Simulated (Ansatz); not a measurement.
How basis sets differ on SiHCl (SMILES [SiH]Cl)

SiHCl has 3 atoms, charge 0, and is taken as a singlet. SMILES: `[SiH]Cl`. Geometry: relaxed at PBE0-D4/def2-TZVP. The run starts from this shape.

```tsv
atom	x (Å)	y (Å)	z (Å)
Si	-0.5483	0.5710	-0.2339
Cl	1.2754	0.3528	0.7362
H	-0.7271	-0.9238	-0.5023
```

Quantity: the adiabatic ionisation energy (to the doublet cation, no zero-point term), in eV. The values are calculated.

| level | kind | program | value (eV) | CPU time (all runs) |
| --- | --- | --- | --- | --- |
| HF/STO-3G | Hartree–Fock | Ansatz | 6.64 | 2.2 s |
| HF/3-21G | Hartree–Fock | Ansatz | 8.92 | 3.9 s |
| HF/6-31G* (Cartesian functions) | Hartree–Fock | Ansatz | 8.29 | 6.9 s |
| HF/cc-pVTZ | Hartree–Fock | Ansatz | 8.14 | 10 s |

The values span 6.64 to 8.92 eV. Times are those of the runs behind each value, whatever else they computed, on shared processors of several kinds: orders of magnitude only.
